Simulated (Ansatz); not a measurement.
H3Ge–GeH, triplet in cc-pVDZ: errors against UCCSDT(Q)

Geometry: a PBE0/def2-TZVP stationary point for this spin, not checked as a minimum.

| atom | x (Å) | y (Å) | z (Å) |
| --- | --- | --- | --- |
| Ge | 0.0000 | -0.0229 | 1.1903 |
| Ge | 0.0000 | 0.0409 | -1.2321 |
| H | 1.2555 | -0.7421 | 1.7164 |
| H | 0.0000 | 1.4326 | 1.6767 |
| H | -1.2555 | -0.7421 | 1.7164 |
| H | 0.0000 | -1.2486 | -2.0914 |

Basis cc-pVDZ; Ansatz 0.2.0. Only valence electrons are correlated (noble-gas cores and the filled d shells of p-block atoms frozen), which leaves 12 electrons in 46 orbitals. Prefix R: restricted or restricted open-shell reference; prefix U: unrestricted. No spin–orbit coupling is included, and no scalar relativity.

Full CI isn't at hand for all of this; UCCSDT(Q) serves as the reference, and is uncertain by the last step of the cluster series or more.

```
UHF ⟨S²⟩                          : 2.010
T1 diagnostic (RCCSD)             : 0.0184
largest doubles amplitude (RCCSD) : 0.035
T1 diagnostic (UCCSD)             : 0.0143
```

Problem. From what is known of these methods and the diagnostics, rank them by the size of their error in total energy against UCCSDT(Q) in cc-pVDZ, smallest first (an estimate: the text doesn't fix the numbers).
A. UMP2
B. UCCSDT
C. UHF
D. UCCSD
E. UCCSD(T)

Solution. B (0.5 kJ/mol), E (3.5 kJ/mol), D (16.4 kJ/mol), A (123.7 kJ/mol), C (550.1 kJ/mol).

All errors are against UCCSDT(Q) in cc-pVDZ. Within each family the higher level lies nearer, as is usual though not guaranteed.
